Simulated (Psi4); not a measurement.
# doublet [SiH2F2]−: levels of theory compared

Wanted: a comparison of 3 runs (UDSD-PBEP86/aug-cc-pVDZ, UOMP2/aug-cc-pVDZ, UMP3/aug-cc-pVDZ) of doublet [SiH2F2]−. 

The results are computed with Psi4 1.11.

## Step 1: The system as given

The species is [SiH2F2]− (5 atoms), meant as a doublet with charge -1. SMILES of the parent species: `F[SiH2]F`. Geometry: relaxed at PBE0-D4/def2-TZVP. That shape belongs to the parent species and isn't relaxed for this state.

Bond lengths: F1–Si2 1.586 Å, Si2–F3 1.586 Å, Si2–H4 1.474 Å, Si2–H5 1.474 Å. Angles: F1–Si2–F3 108.0°, F1–Si2–H4 108.5°, F1–Si2–H5 108.5°, F3–Si2–H4 108.5°, F3–Si2–H5 108.5°, H4–Si2–H5 114.6°.

## Step 2: The energy at UDSD-PBEP86/aug-cc-pVDZ (density fitting for correlation) (run 1)

File job.json:

```json
{
  "schema_name": "qcschema_input",
  "schema_version": 1,
  "molecule": {
    "schema_name": "qcschema_molecule",
    "schema_version": 2,
    "symbols": ["F", "Si", "F", "H", "H"],
    "geometry": [-2.03903339, 1.0170506, 1.8532922, -0.00986437, -0.00102045, -0.10221529, 2.357679, -0.98377252, 1.44924986, -1.11582658, -2.15190673, -1.48589165, 0.80704534, 2.119668, -1.71445403],
    "molecular_charge": -1,
    "molecular_multiplicity": 2,
    "fix_symmetry": "c1"
  },
  "driver": "energy",
  "model": {
    "method": "dsd-pbep86",
    "basis": "aug-cc-pVDZ"
  },
  "keywords": {
    "reference": "uks",
    "puream": true,
    "e_convergence": 1e-09,
    "d_convergence": 1e-08,
    "scf_type": "pk",
    "dft_radial_points": 99,
    "dft_spherical_points": 590,
    "num_frozen_docc": 7,
    "maxiter": 100
  }
}
```

The run is started by

```bash
$ psi4 --qcschema job.json -n 1 --memory 2200MB
```

stdout:

```text
[...]
  Running in c1 symmetry.
[...]
  Nuclear repulsion =  118.741930786793503
[...]
  Multiplicity = 2
[...]
  Nalpha       = 18
  Nbeta        = 17
[...]
    Number of basis functions: 91
[...]
   @UKS iter   1:  -489.48152261178848   -5.10288e-01   5.32003e-03 ADIIS/DIIS
[...]
   @UKS iter  13:  -489.61482221955066   -1.34719e-11   9.55783e-09 DIIS
[...]
   @S^2 Observed:                7.504192412E-01
[...]
  @UKS Final Energy:  -489.61482221955066
   => Energetics <=
    Nuclear Repulsion Energy =            118.7419307867935032
    One-Electron Energy =                -922.2342235623784745
    Two-Electron Energy =                 326.0260404144156041
    DFT Exchange-Correlation Energy =     -12.1485698583813218
    Empirical Dispersion Energy =           0.0000000000000000
    VV10 Nonlocal Energy =                  0.0000000000000000
    Total Energy =                       -489.6148222195506605
[...]
 Multipole Moments:
 ------------------------------------------------------------------------------------
     Multipole            Electronic (a.u.)      Nuclear  (a.u.)        Total (a.u.)
 ------------------------------------------------------------------------------------
 L = 1.  Multiply by 2.5417464519 to convert [e a0] to [Debye]
 Dipole X            :          0.4245593           -0.3127915            0.1117678
 Dipole Y            :          0.0442352           -0.0326621            0.0115731
 Dipole Z            :          4.3984172           -3.2418887            1.1565285
 Magnitude           :                                                    1.1619743
[...]
```

The result, in JSON:

```text
{
 "driver": "energy",
 "model": {
  "method": "dsd-pbep86",
  "basis": "aug-cc-pVDZ"
 },
 "success": true,
 "return_result": -489.88720964032234,
 "properties": {
  "calcinfo_nbasis": 91,
  "calcinfo_nmo": 91,
  "calcinfo_nalpha": 18,
  "calcinfo_nbeta": 17,
  "calcinfo_natom": 5,
  "nuclear_repulsion_energy": 118.7419307867935,
  "return_energy": -489.88720964032234,
  "scf_one_electron_energy": -922.2342235623785,
  "scf_two_electron_energy": 326.0260404144156,
  "scf_xc_energy": -12.148569858381322,
  "scf_dipole_moment": [0.11176777713276315, 0.01157311637997005, 1.156528539664317],
  "scf_total_energy": -489.61482221955066,
  "scf_iterations": 13
 }
}
```

Wall time 27 s (1 thread of Intel Xeon Platinum 8259CL at 2.50GHz (Skylake/Cascade Lake), shared host); peak memory 1.1 GiB.

## Step 3: A single-point energy at UOMP2/aug-cc-pVDZ (density fitting for correlation) (run 2)

File f2h2si.xyz:

```xyz
5
F2H2Si
F     -1.079010     0.538200     0.980720
Si    -0.005220    -0.000540    -0.054090
F      1.247630    -0.520590     0.766910
H     -0.590470    -1.138740    -0.786300
H      0.427070     1.121680    -0.907250
```

File f2h2si.py:

```python
import psi4

psi4.set_memory('2200 MB')
psi4.set_num_threads(1)
psi4.set_output_file('psi4.out', False)

with open('f2h2si.xyz') as f:
    atoms = ''.join(f.readlines()[2:])
geom = psi4.geometry('-1 2\n' + atoms + 'symmetry c1')

psi4.set_options({
    'reference': 'uhf',
    'puream': True,
    'e_convergence': 1e-09,
    'd_convergence': 1e-08,
    'scf_type': 'pk',
    'num_frozen_docc': 7,
    'maxiter': 100,
})

energy_value = psi4.energy('omp2/aug-cc-pVDZ', molecule=geom)
print('E =', round(energy_value, 9))
```

The run is started by

```bash
$ python f2h2si.py
```

psi4.out:

```text
[...]
  Running in c1 symmetry.
[...]
  Nuclear repulsion =  118.741930693433218
[...]
  Multiplicity = 2
[...]
  Nalpha       = 18
  Nbeta        = 17
[...]
    Number of basis functions: 91
[...]
   @UHF iter   1:  -488.94630086064012   -6.45706e-01   4.87790e-03 DIIS/ADIIS
[...]
   @UHF iter  18:  -489.06491121893470    5.96287e-11   2.48632e-09 DIIS
[...]
   @S^2 Observed:                7.505295952E-01
[...]
  @UHF Final Energy:  -489.06491121893470
   => Energetics <=
    Nuclear Repulsion Energy =            118.7419306934332184
    One-Electron Energy =                -922.0673570982332876
    Two-Electron Energy =                 314.2605151858653585
    Total Energy =                       -489.0649112189346965
  UHF NO Occupations:
  HONO-2 :   16  A 1.9999621
  HONO-1 :   17  A 1.9998024
[...]
 Multipole Moments:
 ------------------------------------------------------------------------------------
     Multipole            Electronic (a.u.)      Nuclear  (a.u.)        Total (a.u.)
 ------------------------------------------------------------------------------------
 L = 1.  Multiply by 2.5417464519 to convert [e a0] to [Debye]
 Dipole X            :          0.4226970           -0.3127915            0.1099055
 Dipole Y            :          0.0441789           -0.0326621            0.0115168
 Dipole Z            :          4.3816926           -3.2418887            1.1398039
 Magnitude           :                                                    1.1451484
[...]
	DF-SCS-MP2 Total Energy (a.u.)     :  -489.57180449151230
	DF-SOS-MP2 Total Energy (a.u.)     :  -489.56524299786514
[...]
	DF-SCS-OMP2 Total Energy (a.u.)    :  -489.57765169916030
	DF-SOS-OMP2 Total Energy (a.u.)    :  -489.53062710197906
	DF-SCS(N)-OMP2 Total Energy (a.u.) :  -489.30444215919721
[...]
	DF-OMP2 Total Energy (a.u.)        :  -489.59262175753042
[...]
```

On the terminal:

```text
E = -489.592621758
```

It took 1.8 min on 1 thread of Intel Xeon Platinum 8259CL at 2.50GHz (Skylake/Cascade Lake), shared host; peak memory 0.42 GiB.

## Step 4: The energy at UMP3/aug-cc-pVDZ (run 3)

File input.dat:

```
memory 2200 mb

molecule mol {
  -1 2
  F
  Si 1 1.585591
  F 2 1.5856 1 107.97573
  H 2 1.474499 1 108.51585 3 117.43526
  H 2 1.474495 4 114.61632 1 -121.45526
  symmetry c1
}

set globals {
  reference       uhf
  puream          true
  e_convergence   1e-09
  d_convergence   1e-08
  scf_type        pk
  num_frozen_docc 7
  maxiter         100
  mp_type         conv
}

e_tot, wfn = energy("mp3/aug-cc-pVDZ", return_wfn=True)
print_variables()
```

The run is started by

```bash
$ psi4 -n 1 input.dat output.dat
```

output.dat:

```text
[...]
  Running in c1 symmetry.
[...]
  Nuclear repulsion =  118.741904054613244
[...]
  Multiplicity = 2
[...]
  Nalpha       = 18
  Nbeta        = 17
[...]
    Number of basis functions: 91
[...]
   @UHF iter   1:  -488.94630090677475   -6.45707e-01   4.87790e-03 ADIIS/DIIS
[...]
   @UHF iter  18:  -489.06491125370866    6.03109e-11   2.56719e-09 DIIS
[...]
   @S^2 Observed:                7.505295960E-01
[...]
  @UHF Final Energy:  -489.06491125370866
   => Energetics <=
    Nuclear Repulsion Energy =            118.7419040546132436
    One-Electron Energy =                -922.0673054502245805
    Two-Electron Energy =                 314.2604901419027215
    Total Energy =                       -489.0649112537086580
  UHF NO Occupations:
  HONO-2 :   16  A 1.9999621
  HONO-1 :   17  A 1.9998024
[...]
 Multipole Moments:
 ------------------------------------------------------------------------------------
     Multipole            Electronic (a.u.)      Nuclear  (a.u.)        Total (a.u.)
 ------------------------------------------------------------------------------------
 L = 1.  Multiply by 2.5417464519 to convert [e a0] to [Debye]
 Dipole X            :         -0.0000139            0.0000085           -0.0000054
 Dipole Y            :         -3.5609090            2.6346512           -0.9262578
 Dipole Z            :         -2.5883934            1.9150363           -0.6733571
 Magnitude           :                                                    1.1451477
[...]
	SCS-MP2 Total Energy (a.u.)        :  -489.57196919120742
	SOS-MP2 Total Energy (a.u.)        :  -489.56546867006392
[...]
	SOS-PI-MP2 Total Energy (a.u.)     :  -489.60397308670662
[...]
	MP2 Total Energy (a.u.)            :  -489.58497023349429
[...]
	SCS-MP3 Total Energy (a.u.)        :  -489.57422330313926
[...]
	MP3 Total Energy (a.u.)            :  -489.59398668122162
[...]
```

Wall time 26 s (1 thread of Intel Xeon Platinum 8259CL at 2.50GHz (Skylake/Cascade Lake), shared host); peak memory 0.71 GiB.

## Step 5: Overview of the runs

```tsv
run	level	integration grid	fitting correlation	energy (Eh)	HOMO energy (eV)	LUMO energy (eV)	⟨S²⟩	wall time
1	UDSD-PBEP86/aug-cc-pVDZ (density fitting for correlation)	99 radial × 590 angular	density fitting	-489.887210	1.53	3.50	0.750	27 s
2	UOMP2/aug-cc-pVDZ (density fitting for correlation)	–	density fitting	-489.592622	1.40	3.91	0.751	1.8 min
3	UMP3/aug-cc-pVDZ	–	none	-489.593987	1.40	3.91	0.751	26 s
```

## Step 6: What came out

```
                                                         quantity          value
                                              run 3: total energy  -489.59399 Eh
run 3: HOMO energy (Hartree–Fock orbitals) (highest over α and β)        1.40 eV
 run 3: LUMO energy (Hartree–Fock orbitals) (lowest over α and β)        3.91 eV
               run 3: correlation energy (7 core orbitals frozen)     -529.1 mEh
                         run 3: ⟨S²⟩ of the reference determinant          0.751
```

In runs 1, 2, 3 the HOMO lies above zero, so the outermost electron may be held by the basis alone. All runs together took 2.7 min, the longest 1.8 min.
